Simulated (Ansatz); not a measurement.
System: C₅H₄N, net charge 0, doublet state. It need not be the lowest isomer of its formula. 
Geometry from a B3LYP-D3(BJ)/def2-TZVP (Ansatz, a program for electronic structure) optimisation:
```xyz
10

N     -0.0060     0.0725     1.4160
C      0.0061     0.0542    -1.3325
C      0.0008     1.1569     0.7385
C     -0.0073    -1.1050     0.7644
C     -0.0012    -1.1457    -0.6196
C      0.0073     1.2624    -0.6457
H      0.0109     0.0444    -2.4160
H     -0.0131    -2.0061     1.3651
H     -0.0023    -2.0970    -1.1340
H      0.0129     2.2144    -1.1566
```
Charge 0, spin multiplicity 2.

Total electronic energies in hartree. Cores are frozen in the correlated levels unless marked. Open shells are spin-unrestricted. No spin-orbit coupling. Non-relativistic. CBS(X,Y): correlation extrapolated as X^-3; Hartree-Fock from the larger set. [CCSD(T)-MP2]/basis is that difference in the basis named. The program attaches cautions to a run behind HF/STO-3G: large difference. The program attaches cautions to a run behind SCS-MP2/STO-3G: large difference. The program attaches cautions to a run behind CCSD(T)/STO-3G: large difference.

The UHF reference is spin-contaminated (<S^2> 0.53 over the pure value in the largest basis). The T1 diagnostic of CCSD in the largest basis is 0.047, which is high, so the coupled-cluster rows are less sure than usual.

```tsv
level	program	energy (Eh)
HF/STO-3G	Ansatz	-242.98834
BLYP-D4/def2-TZVPD	Ansatz + dftd4	-247.63046
r2SCAN-D3(BJ)/def2-TZVPD	Ansatz + dftd3	-247.55906
r2SCAN-D4/def2-TZVPD	Ansatz + dftd4	-247.55879
PBE0-D3(BJ)/def2-TZVP	Ansatz + dftd3	-247.40755
PBE0-D4/def2-TZVPD	Ansatz + dftd4	-247.40814
BHLYP/def2-TZVPD	Ansatz	-247.54483
HSE06-D3(BJ)/def2-TZVPD	Ansatz + dftd3	-247.39293
B2PLYP/def2-TZVPD	Ansatz	-247.48241
MP2/cc-pVDZ	Ansatz	-246.81201
SCS-MP2/STO-3G	Ansatz	-243.27251
SCS-MP2/6-31G*	Ansatz	-246.74924
CCSD/6-31G*	Ansatz	-246.84204
CCSD(T)/STO-3G	Ansatz	-243.38991
RI-MP2/CBS(cc-pVTZ,cc-pVQZ)+[CCSD(T)-MP2]/cc-pVDZ	Ansatz	-247.2640
```

Totals of different functionals don't rank their quality; only differences between species are comparable.
